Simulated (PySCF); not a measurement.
Gas-phase reaction: 6 HF + C₆H₆ → 3 CH₃CHF₂

Energies from PySCF (xtb for GFN2), thermal terms from the rigid-rotor harmonic-oscillator model, ideal gas at 1 bar. † marks an energy on the PBE0/def2-TZVP geometry and frequencies; other levels use their own. 6-31G* has spherical d functions here. All species are closed-shell singlets. The harmonic model lacks anharmonicity and excited electronic states, which grow with temperature; levels with a mode under 35 cm⁻¹ are left out. Internal rotation in CH₃CHF₂ is treated as a harmonic vibration of one conformer, which makes the entropy rough.

```json
[
 {"level": "GFN2-xTB", "ΔE electronic, kJ": "-398", "ΔH°(298 K), kJ": "-354", "ΔS°(298 K), J/K": "-459", "ΔG°(1600 K), kJ": "399"},
 {"level": "HF/6-31G*", "ΔE electronic, kJ": "-310", "ΔH°(298 K), kJ": "-257", "ΔS°(298 K), J/K": "-470", "ΔG°(1600 K), kJ": "529"},
 {"level": "LDA/def2-TZVP†", "ΔE electronic, kJ": "-189", "ΔH°(298 K), kJ": "-150", "ΔS°(298 K), J/K": "-467", "ΔG°(1600 K), kJ": "621"},
 {"level": "ωB97M-V/def2-TZVP†", "ΔE electronic, kJ": "-99", "ΔH°(298 K), kJ": "-60", "ΔS°(298 K), J/K": "-467", "ΔG°(1600 K), kJ": "710"},
 {"level": "ωB97X-V/def2-TZVP†", "ΔE electronic, kJ": "-142", "ΔH°(298 K), kJ": "-103", "ΔS°(298 K), J/K": "-467", "ΔG°(1600 K), kJ": "668"}
]
```
ΔH° is lowest at GFN2-xTB and highest at ωB97M-V/def2-TZVP†. No reference value is set beside these.
